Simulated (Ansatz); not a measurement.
C2H4F2O2, SMILES `OC(F)OCF`, relaxed with RKS PBE0-D4/def2-TZVP in Ansatz 0.2.0 from a PBE-D4/def2-SVP geometry. The force threshold is 0.005 eV/Å; the program also tests the step.

Charge 0, multiplicity 1.

Start:

```xyz
10

O     0.704    0.143   -1.569
C     0.998   -0.094   -0.249
F     2.213    0.430    0.093
O     0.088    0.536    0.629
C    -1.168   -0.059    0.669
F    -1.133   -1.247    1.374
H     0.669    1.116   -1.682
H     1.011   -1.196   -0.102
H    -1.544   -0.284   -0.357
H    -1.837    0.654    1.194
```

Q: How much energy does the relaxation release, and in how many steps? (An estimate is asked.)

A: Ansatz gave: 4.40 kJ/mol, in 6 steps.

Q: Which bonds change most? (Estimate.)

A: Computed: C5–H9 from 1.115 to 1.095 Å; C5–H10 from 1.110 to 1.090 Å; C2–H8 from 1.112 to 1.092 Å; C2–O4 from 1.413 to 1.395 Å.

Q: Give the relaxed structure. (Best estimate.)

A: Ansatz gave: 
```xyz
10

O     0.699    0.147   -1.555
C     0.985   -0.096   -0.244
F     2.189    0.430    0.090
O     0.088    0.521    0.628
C    -1.165   -0.053    0.661
F    -1.135   -1.235    1.363
H     0.677    1.104   -1.684
H     1.016   -1.178   -0.104
H    -1.537   -0.282   -0.343
H    -1.817    0.642    1.189
```
